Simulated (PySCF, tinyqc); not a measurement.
Inside a calculation. Method: CID on RHF in the sto-3g basis, for HF, spin multiplicity 1. The lowest restricted solution is unstable here: a spin-polarised one lies 0.0053 hartree lower (PySCF). Computed by tinyqc, a small Python program that keeps every step (integrals from PySCF). Settings: charge = 0, multiplicity = 1, basis = sto-3g, method = RHF, energy threshold = 1e-10, iteration cap = 68, orthogonalisation = symmetric, start = Wolfsberg-Helmholz matrix, DIIS depth = 6, ci = CID. Command: `OMP_NUM_THREADS=1 python tinyqc.py 24915 24916 out.jsonl` (the two numbers bound the seeds that draw the settings). One thread of a shared host (Intel(R) Xeon(R) Processor @ 2.60GHz), about 0.1 s of CPU time with the checks. The early iterations of the SCF are left out here.

## One-electron integrals

Geometry (angstrom):
```
atom,x,y,z
F,0.000000,0.000000,0.000000
H,0.000000,0.000000,1.275000
```

Basis sto-3g: exponents (1/bohr^2) and contraction coefficients of normalised primitives:
```
element,l (shell),exponent,coefficient
F,s (1),166.679130,0.154329
F,s (1),30.360812,0.535328
F,s (1),8.216821,0.444635
F,s (2),6.464803,-0.099967
F,s (2),1.502281,0.399513
F,s (2),0.488588,0.700115
F,p (3),6.464803,0.155916
F,p (3),1.502281,0.607684
F,p (3),0.488588,0.391957
H,s (1),3.425251,0.154329
H,s (1),0.623914,0.535328
H,s (1),0.168855,0.444635
```

Overlap, kinetic and nuclear-attraction integrals over the contracted functions; the nuclear repulsion is the sum of Za Zb / Rab.

nuclear repulsion = 3.73536855 hartree

overlap S, lower triangle:
```
,1F 1s,1F 2s,1F 2px,1F 2py,1F 2pz,2H 1s
1F 1s,1.000000
1F 2s,0.237990,1.000000
1F 2px,0.000000,0.000000,1.000000
1F 2py,0.000000,0.000000,0.000000,1.000000
1F 2pz,0.000000,0.000000,0.000000,0.000000,1.000000
2H 1s,0.021143,0.248181,0.000000,0.000000,0.220165,1.000000
```

kinetic energy T (hartree), lower triangle:
```
,1F 1s,1F 2s,1F 2px,1F 2py,1F 2pz,2H 1s
1F 1s,36.984577
1F 2s,-0.212858,1.037995
1F 2px,0.000000,0.000000,3.248015
1F 2py,0.000000,0.000000,0.000000,3.248015
1F 2pz,0.000000,0.000000,0.000000,0.000000,3.248015
2H 1s,-0.006857,0.008946,0.000000,0.000000,0.073290,0.760032
```

nuclear attraction V (hartree), lower triangle:
```
,1F 1s,1F 2s,1F 2px,1F 2py,1F 2pz,2H 1s
1F 1s,-77.424621
1F 2s,-9.275584,-11.956083
1F 2px,0.000000,0.000000,-11.847317
1F 2py,0.000000,0.000000,0.000000,-11.847317
1F 2pz,-0.007789,-0.097114,0.000000,0.000000,-11.896163
2H 1s,-0.843575,-2.090892,0.000000,0.000000,-1.583751,-4.923434
```

core Hamiltonian H = T + V (hartree), lower triangle:
```
,1F 1s,1F 2s,1F 2px,1F 2py,1F 2pz,2H 1s
1F 1s,-40.440044
1F 2s,-9.488442,-10.918087
1F 2px,0.000000,0.000000,-8.599302
1F 2py,0.000000,0.000000,0.000000,-8.599302
1F 2pz,-0.007789,-0.097114,0.000000,0.000000,-8.648149
2H 1s,-0.850432,-2.081946,0.000000,0.000000,-1.510461,-4.163402
```

## Two-electron integrals

Functions are numbered as in S; the eight-fold symmetry (ij|kl) = (ji|kl) = (kl|ij) leaves the list below.

Two-electron integrals (ij|kl) in chemists' order, unique and non-zero (hartree):
```
i,j,k,l,(ij|kl)
1,1,1,1,5.403501
2,1,1,1,0.841920
2,1,2,1,0.156299
2,2,1,1,1.268028
2,2,2,1,0.292344
2,2,2,2,0.926167
3,1,3,1,0.027998
3,2,3,1,0.043169
3,2,3,2,0.204588
3,3,1,1,1.264502
3,3,2,1,0.292403
3,3,2,2,0.925959
3,3,3,3,0.997514
4,1,4,1,0.027998
4,2,4,1,0.043169
4,2,4,2,0.204588
4,3,4,3,0.053770
4,4,1,1,1.264502
4,4,2,1,0.292403
4,4,2,2,0.925959
4,4,3,3,0.889973
4,4,4,4,0.997514
5,1,5,1,0.027998
5,2,5,1,0.043169
5,2,5,2,0.204588
5,3,5,3,0.053770
5,4,5,4,0.053770
5,5,1,1,1.264502
5,5,2,1,0.292403
5,5,2,2,0.925959
5,5,3,3,0.889973
5,5,4,4,0.889973
5,5,5,5,0.997514
6,1,1,1,0.075662
6,1,2,1,0.013940
6,1,2,2,0.025950
6,1,3,3,0.025912
6,1,4,4,0.025912
6,1,5,1,0.000546
6,1,5,2,0.001033
6,1,5,5,0.026031
6,1,6,1,0.001255
6,2,1,1,0.213038
6,2,2,1,0.049868
6,2,2,2,0.178948
6,2,3,3,0.176253
6,2,4,4,0.176253
6,2,5,1,0.003359
6,2,5,2,0.027524
6,2,5,5,0.184159
6,2,6,1,0.004517
6,2,6,2,0.044478
6,3,3,1,0.004956
6,3,3,2,0.030384
6,3,5,3,0.005622
6,3,6,3,0.006283
6,4,4,1,0.004956
6,4,4,2,0.030384
6,4,5,4,0.005622
6,4,6,4,0.006283
6,5,1,1,0.153953
6,5,2,1,0.036472
6,5,2,2,0.140225
6,5,3,3,0.134472
6,5,4,4,0.134472
6,5,5,1,0.007080
6,5,5,2,0.050514
6,5,5,5,0.151571
6,5,6,1,0.003423
6,5,6,2,0.042923
6,5,6,5,0.047484
6,6,1,1,0.410631
6,6,2,1,0.097648
6,6,2,2,0.405227
6,6,3,3,0.393233
6,6,4,4,0.393233
6,6,5,1,0.007250
6,6,5,2,0.085285
6,6,5,5,0.428890
6,6,6,1,0.008872
6,6,6,2,0.136564
6,6,6,5,0.154216
6,6,6,6,0.774606
```

## Orthogonalisation

S = U s U^T; symmetric (Loewdin) form X = U s^(-1/2) U^T, so that X^T S X = 1.

eigenvalues of S: 0.624453  0.853957  1.000000  1.000000  1.126793  1.394797

X, lower triangle:
```
,1F 1s,1F 2s,1F 2px,1F 2py,1F 2pz,2H 1s
1F 1s,1.022578
1F 2s,-0.126521,1.048651
1F 2px,0.000000,0.000000,1.000000
1F 2py,0.000000,0.000000,0.000000,1.000000
1F 2pz,-0.002683,0.022902,0.000000,0.000000,1.019801
2H 1s,0.013379,-0.136445,0.000000,0.000000,-0.118470,1.045359
```

## Starting guess

The start is the generalised Wolfsberg-Helmholz matrix (K = 1.75) built on H; D = 2 C_occ C_occ^T.

D at the start, lower triangle:
```
,1F 1s,1F 2s,1F 2px,1F 2py,1F 2pz,2H 1s
1F 1s,2.104816
1F 2s,-0.441417,1.874089
1F 2px,0.000000,0.000000,2.000000
1F 2py,0.000000,0.000000,0.000000,2.000000
1F 2pz,0.043167,-0.160867,0.000000,0.000000,1.898529
2H 1s,-0.111749,0.344949,0.000000,0.000000,0.179443,0.087163
```

## Iteration 6 (converged): orbitals

converged F (hartree), lower triangle:
```
,1F 1s,1F 2s,1F 2px,1F 2py,1F 2pz,2H 1s
1F 1s,-25.919026
1F 2s,-6.625710,-3.015775
1F 2px,0.000000,0.000000,-0.463762
1F 2py,0.000000,0.000000,0.000000,-0.463762
1F 2pz,-0.014462,-0.019440,0.000000,0.000000,-0.207590
2H 1s,-0.601236,-0.601975,0.000000,0.000000,-0.413454,-0.270746
```

Diagonalise F' = X^T F X, C = X C', fill 5 alpha and 5 beta electrons from the bottom; D = 2 C_occ C_occ^T. Each column has its largest component positive (the first on a tie).

F' = X^T F X (hartree), lower triangle:
```
,1,2,3,4,5,6
1,-25.450819
2,-3.391459,-1.825012
3,0.000000,0.000000,-0.463762
4,0.000000,0.000000,0.000000,-0.463762
5,-0.031266,0.054544,0.000000,0.000000,-0.118688
6,-0.033659,-0.297589,0.000000,0.000000,-0.401008,-0.078642
```

orbital energies (hartree): MO1 -25.928260, MO2 -1.411601, MO3 -0.473980, MO4 -0.463762, MO5 -0.463762, MO6 0.340680

coefficients C:
```
,MO1,MO2,MO3,MO4,MO5,MO6
1F 1s,0.994997,-0.258983,0.047554,0.000000,0.000000,0.050056
1F 2s,0.020485,1.000616,-0.242098,0.000000,0.000000,-0.273046
1F 2px,0.000000,0.000000,0.000000,-0.666993,0.745064,0.000000
1F 2py,0.000000,0.000000,0.000000,0.745064,0.666993,0.000000
1F 2pz,0.001160,0.020966,0.685230,0.000000,0.000000,-0.764578
2H 1s,-0.002840,0.092886,0.603550,0.000000,0.000000,0.867582
```

D after iteration 6, lower triangle:
```
,1F 1s,1F 2s,1F 2px,1F 2py,1F 2pz,2H 1s
1F 1s,2.118706
1F 2s,-0.500547,2.120528
1F 2px,0.000000,0.000000,2.000000
1F 2py,0.000000,0.000000,0.000000,2.000000
1F 2pz,0.056619,-0.289780,0.000000,0.000000,0.939963
2H 1s,0.003640,-0.106466,0.000000,0.000000,0.831030,0.745817
```

Within a degenerate level the vectors are fixed only up to a rotation; this is one choice.

## Convergence

Stop when the energy changes by less than 1e-10 hartree and every element of the error matrix X^T (F D S - S D F) X is below 3e-06.

Course of the cycle:
```
iteration,E (hartree),change,largest element of the error matrix
1,-98.15026548,-,4.56e-01
2,-98.49481119,-3.45e-01,5.53e-02
3,-98.49745486,-2.64e-03,1.13e-02
4,-98.49754349,-8.86e-05,4.59e-04
5,-98.49754362,-1.24e-07,4.82e-06
6,-98.49754362,-1.32e-11,1.63e-07
```

PySCF RHF in the same basis = -98.49754362 hartree

Converged in 6 iterations.

## Populations, bond orders and dipole

Mulliken: Z minus the diagonal of D S on the atom; Loewdin: the same with S^(1/2) D S^(1/2); Mayer order: 2 sum_s sum (D(s) S)_ij (D(s) S)_ji over the two atoms.

Charges (e):
```
atom,Mulliken,Loewdin
1F,-0.097565,-0.081866
2H,0.097565,0.081866
```

Mayer bond orders:
```
pair,order
2-1,0.990481
```

dipole moment about the origin, x y z (debye): 0.000000  0.000000  1.005263

## Integrals over molecular orbitals

(pq|rs) = sum C_ip C_jq C_kr C_ls (ij|kl), one index at a time.

one-electron integrals over orbitals h = C^T H C (hartree), lower triangle:
```
,1,2,3,4,5,6
1,-40.422804
2,0.723892,-9.121922
3,-0.125206,0.477548,-6.748216
4,0.000000,0.000000,0.000000,-8.599302
5,0.000000,0.000000,0.000000,0.000000,-8.599302
6,-0.136990,0.749787,2.289869,0.000000,0.000000,-5.968819
```

Two-electron integrals over orbitals (pq|rs), unique and non-zero (hartree):
```
p,q,r,s,(pq|rs)
1,1,1,1,5.364562
2,1,1,1,-0.522856
2,1,2,1,0.080325
2,2,1,1,1.235535
2,2,2,1,-0.022884
2,2,2,2,0.874384
3,1,1,1,0.095206
3,1,2,1,-0.014188
3,1,2,2,0.006077
3,1,3,1,0.017056
3,2,1,1,-0.115364
3,2,2,1,0.004781
3,2,2,2,-0.045575
3,2,3,1,0.020510
3,2,3,2,0.132764
3,3,1,1,0.879625
3,3,2,1,-0.008407
3,3,2,2,0.686452
3,3,3,1,-0.001920
3,3,3,2,-0.012781
3,3,3,3,0.670294
4,1,4,1,0.029532
4,2,4,1,0.040162
4,2,4,2,0.189853
4,3,4,1,-0.006649
4,3,4,2,-0.026677
4,3,4,3,0.034652
4,4,1,1,1.264027
4,4,2,1,-0.015126
4,4,2,2,0.896190
4,4,3,1,0.002812
4,4,3,2,-0.064002
4,4,3,3,0.672728
4,4,4,4,0.997514
5,1,5,1,0.029532
5,2,5,1,0.040162
5,2,5,2,0.189853
5,3,5,1,-0.006649
5,3,5,2,-0.026677
5,3,5,3,0.034652
5,4,5,4,0.053770
5,5,1,1,1.264027
5,5,2,1,-0.015126
5,5,2,2,0.896190
5,5,3,1,0.002812
5,5,3,2,-0.064002
5,5,3,3,0.672728
5,5,4,4,0.889973
5,5,5,5,0.997514
6,1,1,1,0.101134
6,1,2,1,-0.016137
6,1,2,2,0.002747
6,1,3,1,-0.012519
6,1,3,2,-0.023055
6,1,3,3,0.005279
6,1,4,4,0.002963
6,1,5,5,0.002963
6,1,6,1,0.019488
6,2,1,1,-0.147105
6,2,2,1,0.003936
6,2,2,2,-0.081551
6,2,3,1,-0.019922
6,2,3,2,-0.078448
6,2,3,3,-0.021496
6,2,4,4,-0.080900
6,2,5,5,-0.080900
6,2,6,1,0.019070
6,2,6,2,0.091382
6,3,1,1,-0.425659
6,3,2,1,0.007111
6,3,2,2,-0.242048
6,3,3,1,0.001388
6,3,3,2,0.077933
6,3,3,3,-0.091524
6,3,4,4,-0.249805
6,3,5,5,-0.249805
6,3,6,1,-0.004623
6,3,6,2,0.034785
6,3,6,3,0.235770
6,4,4,1,-0.006638
6,4,4,2,-0.027181
6,4,4,3,-0.022661
6,4,6,4,0.028881
6,5,5,1,-0.006638
6,5,5,2,-0.027181
6,5,5,3,-0.022661
6,5,6,5,0.028881
6,6,1,1,0.834471
6,6,2,1,-0.008897
6,6,2,2,0.635853
6,6,3,1,0.009752
6,6,3,2,0.043899
6,6,3,3,0.645023
6,6,4,4,0.620802
6,6,5,5,0.620802
6,6,6,1,-0.006998
6,6,6,2,-0.052153
6,6,6,3,-0.026902
6,6,6,6,0.670455
```

## CID: determinants and Hamiltonian

Hartree-Fock energy = -98.49754362 hartree

Slater-Condon rules over spin orbitals, with the nuclear repulsion added and E(HF) subtracted on the diagonal. Only determinants linked to the reference directly or through others are kept (one block of an abelian symmetry group), so some states are absent.

Occupation strings over the orbitals (2 doubly, a alpha, b beta, 0 empty; spin orbitals ordered 1a 1b 2a 2b ...): 222220 222202 222022 220222 2ab222 a2b222 2ba222 202222 ab2222 b2a222 ba2222 022222

H - E(HF) between determinants (hartree), lower triangle:
```
,222220,222202,222022,220222,2ab222,a2b222,2ba222,202222,ab2222,b2a222,ba2222,022222
222220,0.000000
222202,0.028881,0.851410
222022,0.028881,0.053770,0.851410
220222,0.235770,0.034652,0.034652,0.861520
2ab222,-0.034785,0.026677,0.026677,0.065794,1.689249
a2b222,0.004623,0.006649,0.006649,0.026047,0.028458,25.929951
2ba222,0.034785,-0.026677,-0.026677,-0.065794,-0.132764,-0.020510,1.689249
202222,0.091382,0.189853,0.189853,0.132764,0.098588,-0.004781,-0.098588,2.688752
ab2222,-0.019070,-0.040162,-0.040162,-0.020510,0.004781,-0.168376,0.018051,-0.013980,27.097432
b2a222,-0.004623,-0.006649,-0.006649,-0.026047,-0.020510,-0.017056,0.028458,0.004781,0.014188,25.929951
ba2222,0.019070,0.040162,0.040162,0.020510,0.018051,0.014188,0.004781,0.013980,-0.080325,-0.168376,27.097432
022222,0.019488,0.029532,0.029532,0.017056,0.014188,-0.071079,-0.014188,0.080325,0.485992,0.071079,-0.485992,55.273988
```

## CID: roots

Diagonalise (each vector has its largest component positive (the first on a tie)); all determinants have Ms = 0, so triplets appear too. The lowest singlet root is the correlation energy.

lowest roots of this matrix, relative to E(HF) (hartree): -0.064906  0.797639  0.846347  0.921622  1.556461  1.806618  2.767109  25.891774

lowest vectors:
```
,root 1,root 2,root 3,root 4
222220,0.967909,0.000000,-0.102188,0.224802
222202,-0.017641,0.707107,0.612342,0.337285
222022,-0.017641,-0.707107,0.612342,0.337285
220222,-0.246117,0.000000,-0.481721,0.834131
2ab222,0.027963,0.000000,0.004144,-0.056795
a2b222,0.000030,0.000000,0.000179,-0.000993
2ba222,-0.027963,0.000000,-0.004144,0.056795
202222,-0.019813,0.000000,-0.086823,-0.140384
ab2222,0.000448,0.000000,0.001383,0.001746
b2a222,-0.000030,0.000000,-0.000179,0.000993
ba2222,-0.000448,0.000000,-0.001383,-0.001746
022222,-0.000240,0.000000,-0.000375,-0.000506
```

<S^2> of these roots: 0.000000  0.000000  0.000000  0.000000  2.000000  0.000000  0.000000  2.000000

weight of the ground state by excitation level 0, 1, 2, ...: 0.936847  0.000000  0.063153
